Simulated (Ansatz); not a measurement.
Pt (model structure, started from the omega type, P6/mmm, No. 191, 3 atoms in the cell): properties by level of theory

```tsv
level (code)	lattice constant a (Å)	c axis length (Å)
PBE (Ansatz)	?	2.707
PBEsol (Ansatz)	4.470	2.671
PBE-D3(BJ) (Ansatz)	4.483	?
```

### Question
What belongs in the gaps?

### Answer

- PBE (Ansatz, a first-principles code), lattice constant a (Å): 4.531
- PBE-D3(BJ) (Ansatz), c axis length (Å): 2.678

Ansatz's density-functional and Hartree–Fock values are scalar-relativistic unless marked +SOC, with PAW data made under PBE.

Computed values are for the static lattice.

A model structure was made by putting elements into a prototype or built by hand; it is no filed structure, need not be a known phase, and can be a saddle point held by its symmetry.
